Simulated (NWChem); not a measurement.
Program: NWChem. System: C, charge 1, spin multiplicity 2. Its SCF solution wasn't tested for a lower state. Level: UMP2/def2-TZVPD, 1 core orbitals frozen.

Output (cleaned and shortened):

```
             Northwest Computational Chemistry Package (NWChem) 7.3.0
             --------------------------------------------------------

                                NWChem Input Module
                                -------------------

 Scaling coordinates for geometry "geometry" by  1.889725989
 (inverse scale =  0.529177249)

                             Geometry "geometry" -> ""
                             -------------------------

 Output coordinates in angstroms (scale by  1.889725989 to convert to a.u.)

  No.       Tag          Charge          X              Y              Z
 ---- ---------------- ---------- -------------- -------------- --------------
    1 C                    6.0000     0.00000000     0.00000000     0.00000000

 Effective nuclear repulsion energy (a.u.)       0.0000000000

            Nuclear Dipole moment (a.u.)
            ----------------------------
        X                 Y               Z
 ---------------- ---------------- ----------------
     0.0000000000     0.0000000000     0.0000000000

      Symmetry information
      --------------------

 Group name             D2h
 Group number             26
 Group order               8
 No. of unique centers     1

      Symmetry unique atoms

     1


 Summary of "ao basis" -> "" (spherical)
 ------------------------------------------------------------------------------
       Tag                 Description            Shells   Functions and Types
 ---------------- ------------------------------  ------  ---------------------
 *                         def2-tzvpd                 on all atoms

 Summary of "ao basis" -> "ao basis" (spherical)
 ------------------------------------------------------------------------------
       Tag                 Description            Shells   Functions and Types
 ---------------- ------------------------------  ------  ---------------------
 C                         def2-tzvpd               13       37   6s3p3d1f

                                 NWChem SCF Module
                                 -----------------

  ao basis        = "ao basis"
  functions       =    37
  atoms           =     1
  alpha electrons =     3
  beta  electrons =     2
  charge          =   1.00
  wavefunction    = UHF
  use symmetry    = T
  symmetry adapt  = T

 Summary of "ao basis" -> "ao basis" (spherical)
 ------------------------------------------------------------------------------
       Tag                 Description            Shells   Functions and Types
[...]
     2   0 2 0     -3.412783     -2.551435     -0.861349      0.000000
     2   0 1 1     -0.000000     -0.000000      0.000000      0.000000
     2   0 0 2     -2.322522     -1.369060     -0.953462      0.000000

                   NWChem MP2 Semi-direct Energy/Gradient Module
                   ---------------------------------------------

  Basis functions       =     37
  Molecular orbitals    =     37
  Frozen core           =      1
  Frozen virtuals       =      0
  Active alpha occupied =      2
  Active beta occupied  =      1
  Active alpha virtual  =     34
  Active beta virtual   =     35
  Use MO symmetry       = T
  Use skeleton AO sym   = T

  AO/Fock/Back tols     =   1.0D-09  1.0D-09  1.0D-09

 GA uses MA = F    GA memory limited = T

 Available:
  local mem=  1.26D+08
 global mem=  1.44D+08
 local disk=  0.00D+00
  mp2_memr nvloc                    34
  nvloc new                    34
   1 passes of   2:        3145728                       6191                    164931.
   1 passes of   2: M    126154640           G      144176462           F     123008912.

 Semi-direct pass number   1 of   1  for UHF alpha       at        0.1s
  vrange nnbf                   703
  mp2_eaftype                    10  avail_ma_in_mb                  1099
 EAF : mp2_eaftype filesize          10      82465.
  mp2_eaf for mointskh                     10
Node 0 wrote      0.4 Mb in      0.0 s     Agg I/O rate:  2415.4 Mb/s
 Done moints_semi at        0.2s
  mp2_eaftype                    10  avail_ma_in_mb                  1089
 EAF : mp2_eaftype filesize          10      82465.
  mp2_eaf for kh                    10
 Done maket at        0.2s
 Done multipass loop at        0.2s

 GA uses MA = F    GA memory limited = T

 Available:
  local mem=  1.26D+08
 global mem=  1.44D+08
 local disk=  0.00D+00
  mp2_memr nvloc                    35
  nvloc new                    35
   1 passes of   1:        3145728                       4542                     86054.
   1 passes of   1: M    126154640           G      144176462           F     123008912.

 Semi-direct pass number   1 of   1  for UHF beta        at        0.2s
  vrange nnbf                   703
  mp2_eaftype                    10  avail_ma_in_mb                  1099
 EAF : mp2_eaftype filesize          10      43027.
  mp2_eaf for mointskh                     10
Node 0 wrote      0.2 Mb in      0.0 s     Agg I/O rate:  2364.8 Mb/s
 Done moints_semi at        0.3s
  mp2_eaftype                    10  avail_ma_in_mb                  1089
 EAF : mp2_eaftype filesize          10      43027.
  mp2_eaf for kh                    10
 Done maket at        0.3s
 Done multipass loop at        0.3s

          -------------------------------------------
          SCF energy                 -37.295547903565
          Correlation energy          -0.050016783711
          Singlet pairs                0.000000000000
          Triplet pairs                0.000000000000
          Total MP2 energy           -37.345564687276
          -------------------------------------------

          ---------------------------------------------------
                    Spin Component Scaled (SCS) MP2
          Same spin pairs                     -0.003316053859
          Same spin scaling factor             0.333333333333
          Opposite spin pairs                 -0.046700729852
          Opposite spin scaling fact.          1.200000000000
          SCS-MP2 correlation energy          -0.057146227109
          Total SCS-MP2 energy               -37.352694130674
          ---------------------------------------------------

 -----------------------
 Performance information
 -----------------------

 Timer overhead =  9.63D-08 seconds/call

               Nr. of calls         CPU time (s)                 Wall time (s)                GFlops
             ---------------    -------------------     ------------------------------   -------------------
Name         Min   Avg   Max    Min     Avg     Max     Min     Avg     Max   Mx/calls   Min     Max     Sum
mp2: moin     2     2     2   0.13    0.13    0.13     0.13    0.13    0.13    6.42E-2   0.0     0.0     0.0
mp2: make     2     2     2   1.37E-3 1.37E-3 1.37E-3  1.37E-3 1.37E-3 1.37E-3 6.83E-4   0.0     0.0     0.0
mp2: tota     1     1     1   0.16    0.16    0.16     0.16    0.16    0.16    0.16      0.0     0.0     0.0

 The average no. of pstat calls per process was 5.00D+00
 with a timing overhead of 4.82D-07s

 Task  times  cpu:        0.2s     wall:        0.2s

 Total times  cpu:        0.3s     wall:        0.3s
```

Write an NWChem input that would produce this output.

Several could match; the one computed here: 
```
start mol
memory heap 200 mb stack 900 mb global 1100 mb
charge 1
geometry units angstroms nocenter noautoz
  C      0.000000     0.000000     0.000000
  symmetry group D2h
end
basis spherical
  * library def2-tzvpd
end
scf
  uhf
  nopen 1
  maxiter 100
  thresh 1e-7
  semidirect memsize 60000000 filesize 0
  # guess.movecs holds the orbitals of an unrestricted PBE0 run
  vectors input guess.movecs output mol.movecs
end
mp2
  freeze core 1
end
task mp2 energy
```
